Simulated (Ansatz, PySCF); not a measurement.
This PySCF input computes a CCSD(T)/cc-pVDZ energy:

```python
from pyscf import gto, scf, mp, cc as ccmod

mol = gto.M(
    atom='''
    C    -0.00031565   -0.01876434    0.11346103
    C    -0.00366586   -0.21792541    1.31771454
    C     0.00342830    0.20380299   -1.23232147
    H    -0.00658048   -0.39119133    2.36538959
    H     0.93286994    0.33015230   -1.77073907
    H    -0.92297020    0.25835959   -1.78777517
    ''',
    basis='cc-pvdz',
    charge=0,
    spin=1,
    verbose=4,
)

mf = scf.UHF(mol)
mf.conv_tol = 1e-10
mf.max_cycle = 100
mf.kernel()
mo, _, stable, _ = mf.stability(return_status=True)
if not stable:
    mf.kernel(mf.make_rdm1(mo, mf.mo_occ))
mp2 = mp.MP2(mf, frozen=3).run()
cc = ccmod.CCSD(mf, frozen=3)
cc.max_cycle = 100
cc.kernel()
et = cc.ccsd_t()
print(f'E(CCSD(T)) = {cc.e_tot + et:.9f}')
```

Question: Write an input for the same energy in Ansatz (a first-principles code) and say what it gives.

Answer: 
Ansatz 0.2 input:
```yaml
crystal:
  periodic: [false, false, false]
  atoms:
    - {symbol: C, position_ang: [-0.00031565, -0.01876434, 0.11346103]}
    - {symbol: C, position_ang: [-0.00366586, -0.21792541, 1.31771454]}
    - {symbol: C, position_ang: [0.00342830, 0.20380299, -1.23232147]}
    - {symbol: H, position_ang: [-0.00658048, -0.39119133, 2.36538959]}
    - {symbol: H, position_ang: [0.93286994, 0.33015230, -1.77073907]}
    - {symbol: H, position_ang: [-0.92297020, 0.25835959, -1.78777517]}
basis:
  gaussian:
    orbitals: cc-pVDZ
magnetization: {spin_polarized: true, initial_magnetization: 1}
correlation: {method: ccsd_t, electrons: outside_noble_gas}
```
It gives -115.66330 Eh, and PySCF -115.66330 Eh, a difference of 0.00 mEh.

It need not be the lowest isomer of its formula.
